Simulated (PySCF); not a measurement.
Löwdin shares of the frontier orbitals

Species: C₅H₁₁P.
Cartesian coordinates in Å at the PBE0-D3(BJ)/def2-SVP level; atoms count from 1:
```
atom  x, y, z in Å
C1    -1.5579   -0.8881    0.7783
C2    -0.4941   -0.0423    0.0910
C3    -0.9260    1.4177   -0.0238
C4     0.8405   -0.1424    0.8005
C5     2.1071    0.1345    0.0709
P6     1.9444   -1.6388    0.6322
H7    -1.2458   -1.9411    0.8456
H8    -1.7407   -0.5282    1.8043
H9    -2.5146   -0.8468    0.2350
H10   -0.3466   -0.4368   -0.9316
H11   -0.1614    2.0232   -0.5340
H12   -1.8663    1.5108   -0.5893
H13   -1.0929    1.8567    0.9737
H14    0.8104    0.2192    1.8380
H15    2.0395    0.3225   -1.0054
H16    2.8868    0.7182    0.5705
H17    1.3433   -2.1006   -0.5821
```

Method: TDDFT B3LYP/def2-SVPD, vertical, gas phase, core orbitals frozen in the response (PySCF).

Kohn–Sham orbitals with the atoms that hold most of them (Löwdin shares over 4%, at most four atoms; ? is withheld):

```
orbital  ε (eV)                            atoms
 HOMO-3   -9.09  C2 25%, H10 15%, C4 12%, C1 10%
 HOMO-2   -8.75  P6 20%, C5 18%, C4 18%, H17 13%
 HOMO-1   -7.33   P6 44%, C5 26%, C4 14%, H17 5%
   HOMO       ?                                ?
   LUMO    0.10                                ?
 LUMO+1    0.33  P6 26%, H17 12%, C5 10%, H10 7%
 LUMO+2    0.72  C3 16%, P6 12%, H13 11%, H17 9%
```

(1) Give the leading atoms of the HOMO.

(2) Which atoms hold the LUMO, and with what shares?

(3) What is the HOMO energy, and the HOMO–LUMO gap?

## Answers

(1) P6 (bonded to 2 C and H) 50%; C4 (bonded to 2 C, P and H) 20%; C5 (bonded to C, P and 2 H) 9%; H17 (bonded to P) 6%. By element: phosphorus 50%, carbon 29% or more, hydrogen 6% or more.

(2) P6 (bonded to 2 C and H) 37%; C5 (bonded to C, P and 2 H) 18%; C4 (bonded to 2 C, P and H) 11%; H17 (bonded to P) 8%. By element: phosphorus 37%, carbon 28% or more, hydrogen 8% or more.

(3) ε(HOMO) = -7.08 eV; the gap is 7.18 eV (0.2639 hartree).

Question: How does S1 compare with the orbital gap of 7.18 eV?

Answer: S1 is at 6.26 eV (f = 0.019), 0.92 eV below the gap, made of HOMO→LUMO (75%), HOMO→LUMO+1 (16%). Without the coupling terms of the response equations the lowest excitation would equal the gap.

Question: Give energy, strength and leading configuration of S1 and S3, and follow the Löwdin shares of the leading atoms from the occupied to the empty orbital.

Answer: 
- S1 (6.26 eV, f 0.019), HOMO→LUMO (75%): P6 50% → 37%, C4 20% → 11%, C5 9% → 18%
- S3 (6.61 eV, f 0.023), HOMO-1→LUMO+1 (70%): P6 44% → 26%, C5 26% → 10%, H17 5% → 12%

The run took 4.0 min of wall time (with the writing of density and orbital grids) on one thread, Arm Neoverse N1 (aarch64), on a shared host, and the process peaked at 0.87 GiB of memory.

One conformer stands for the species.

Without π bonds the low states are Rydberg-like; a valence basis with one diffuse set may place them up to an eV too high.
